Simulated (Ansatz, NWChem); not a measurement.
**Heat of formation of C3H3 (cyclopropenyl radical) from total energies**

C3H3: 6 atoms, total charge 0, spin state doublet. SMILES: `[CH]1C=C1`. The coordinates come from a PBE0-D4/def2-TZVP relaxation.

```xyz
6

C    -0.6725   -0.5115   -0.3892
C     0.5696    0.2367   -0.4493
C     0.1545   -0.1206    0.7375
H    -1.6842   -0.2005   -0.6494
H     1.3154    0.7277   -1.0519
H     0.3172   -0.1318    1.8023
```

Total energies at UMP2/def2-SVPD, 3 core orbitals frozen (NWChem 7.3.0); the atoms run unrestricted:

| species | state | energy (Eh) |
| --- | --- | --- |
| C3H3 | doublet | -115.496378 |
| C | triplet | -37.699761 |
| H | doublet | -0.499278 |

Harmonic wavenumbers at UPBE0-D4/def2-TZVP, in cm⁻¹: 622, 722, 893, 919, 977, 989, 1042, 1262, 1684, 3091, 3262, 3308.

Measured heats of formation of the gaseous atoms at 298.15 K, in kJ/mol: C 716.9, H 218.0. Take 1 Eh = 2625.50 kJ/mol, 1 cm⁻¹ = 0.0119627 kJ/mol, RT = 2.479 kJ/mol.

Task: Work out the heat of formation of the gas at 298 K.

Result: 
1. Electronic atomisation energy: 3 × (-37.699761) + 3 × (-0.499278) − (-115.496378) = 0.899261 Eh = 2361.0 kJ/mol.
2. Zero-point energy: half the sum of the wavenumbers, 9385.5 cm⁻¹ = 112.3 kJ/mol.
3. Thermal vibrational enthalpy, Σ hcν̃/(exp(hcν̃/kT) − 1): 1.3 kJ/mol. Translation, rotation and pV of a non-linear molecule: 4 RT = 9.9 kJ/mol.
4. The 6 free atoms carry 5/2 RT each: 37.2 kJ/mol.
5. Spin-orbit coupling lowers the free atoms by 3 × 0.02 = 0.1 kJ/mol.
6. Atomisation enthalpy at 298 K: 2361.0 − 0.1 − 112.3 − 1.3 − 9.9 + 37.2 = 2274.6 kJ/mol.
7. Sum of the atoms' heats of formation: 2804.7 kJ/mol. Heat of formation: 2804.7 − 2274.6 = +530.1 kJ/mol.

The tabulated value is +486.8 kJ/mol (Active Thermochemical Tables), so this level is off by +43.3 kJ/mol, or 1.9 % of the atomisation enthalpy that the table implies (2317.8 kJ/mol). Perturbation theory converges slowly with the basis for atomisation. A double-zeta basis underbinds. Anharmonicity and any spin-orbit splitting of the molecule are left out, and so is core correlation.
